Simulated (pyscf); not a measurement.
# Addition across a multiple bond or ene-type step: O=Ge: [singlet] + HCl → HO–Ge:–Cl [singlet]

Gas phase, singlet surface, charge 0. Bonds broken: Cl3–H4. Bonds formed: Ge1–Cl3, O2–H4. Structures and frequencies: ωB97X-D3(BJ)/def2-SVP in PySCF. Correlated levels are frozen-core, on RHF or UHF. ΔMP2 is the change of the MP2 total energy from the triple- to the quadruple-zeta basis.

Transition state (Å):

```xyz
4

Ge     0.4240     0.3708     0.5467
O     -0.9730     1.1292     1.0174
Cl    -1.7575    -0.9052    -0.6710
H     -1.7609     0.2041     0.2092
```

One imaginary mode, 581i cm⁻¹; descent along it reached the two sides named, in the forms told below.

```csv
bond,change,reactant side (Å),saddle,product side
Cl3–H4,breaks,1.307,1.416,2.8
Ge1–Cl3,forms,3.3,2.8,2.212
O2–H4,forms,1.882,1.459,0.968
```

Electronic energies relative to the separated reactants (kJ/mol):

```csv
level,barrier,reaction energy,reverse barrier
ωB97X-D3(BJ)/def2-TZVP,-20.4,-212.4,191.9
PBE/def2-TZVP,-23.2,-184.3,161.0
r²SCAN/def2-TZVP,-21.4,-197.6,176.2
B3LYP-D3(BJ)/def2-TZVP,-17.1,-194.1,177.0
PBE0-D3(BJ)/def2-TZVP,-24.8,-208.5,183.6
M06-2X/def2-TZVP,-22.4,-221.1,198.7
ωB97M-D3(BJ)/def2-TZVP,-11.2,-195.7,184.6
HF/def2-TZVP,19.8,-218.6,238.4
MP2/def2-QZVPP,1.0,-165.8,166.8
CCSD/def2-TZVPP,6.6,-185.8,192.4
CCSD(T)/def2-TZVPP,4.2,-174.5,178.7
CCSD(T)/def2-TZVPP + ΔMP2(QZVPP),2.0,-175.9,177.9
```

With CCSD(T)/def2-TZVPP + ΔMP2(QZVPP) energies and thermal terms (ideal gas, 1 atm, RRHO with modes under 100 cm⁻¹ raised to 100, one conformer, R ln 2 for chiral ones without a mode under 150 cm⁻¹), in kJ/mol:

| T (K) | ΔH‡ | ΔG‡ | ΔH | ΔG |
|---|---|---|---|---|
| 298 | -3.0 | 33.1 | -165.7 | -130.3 |
| 600 | -4.4 | 70.5 | -164.7 | -94.7 |
| 900 | -4.1 | 108.0 | -162.9 | -60.1 |
| 1200 | -3.4 | 145.2 | -161.0 | -26.2 |

On the reactant side the descent ends in a complex, 30.3 kJ/mol under the separated species and 9.8 kJ/mol under the saddle at ωB97X-D3(BJ)/def2-TZVP. At ωB97X-D3(BJ), PBE, r²SCAN, B3LYP-D3(BJ), PBE0-D3(BJ), M06-2X, ωB97M-D3(BJ) the saddle lies under the separated reactants, which points to a path from their complex (located at ωB97X-D3(BJ) alone). One saddle was located; it need not be the lowest between these sides. The CCSD(T) − MP2 part came from Ansatz, without density fitting, on the same reference. The frozen core leaves the outer d or s,p core shells of the metals and heavy elements correlated in the MP2 and CC values, and def2-TZVPP describes them poorly, which can shift differences by a few kcal/mol. Elements up to Kr have no core potential and no relativistic terms here.
